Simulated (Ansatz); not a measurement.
A made-up structure of CH$_{3}$MgO (charge -1), closed shell:

C1  (-0.418, -0.032, -0.137)
O2  (0.625, 0.047, 0.202)
Mg3  (2.053, 0.157, 0.671)
H4  (-0.575, 0.745, -0.981)
H5  (-0.582, -1.110, -0.525)
H6  (-1.103, 0.193, 0.770)
(Å)

It is relaxed with PBE-D4/def2-SVPD and then PBE0-D4/def2-TZVPD (Ansatz 0.2.0). Atoms count as bonded within 1.22 times the sum of their covalent radii (H–H: 0.88 Å). The end point is not checked to be a true minimum.

Problem. Does its bonding change? (A judgement: the text doesn't fix the answer.)

Solution. Computed: Yes. Formed: none; broken: C1–Mg3.

Where it ends: The first stage lowers the energy by 4.91 eV in 7 steps. It ends as CH₃MgO ([CH3][O][Mg]), total charge -1:
```
6
angstrom
C -0.5163 -0.0394 -0.1687
O 0.7715 0.0582 0.2491
Mg 2.5349 0.1936 0.8286
H -0.7654 0.6718 -0.9840
H -0.7720 -1.0455 -0.5624
H -1.2528 0.1613 0.6374
```

Labels in which every atom is bracketed show which atoms are joined, not bond orders.

For scale, one of the runs: PBE0-D4/def2-TZVPD relaxation, 139 basis functions, launched by `ansatz run in.yaml --threads 2 --pin off --events-out ev --progress --plain --max-ram 4352MiB`. The run took about 11 s on 2 CPU threads of an Arm Neoverse V2 (shared host).
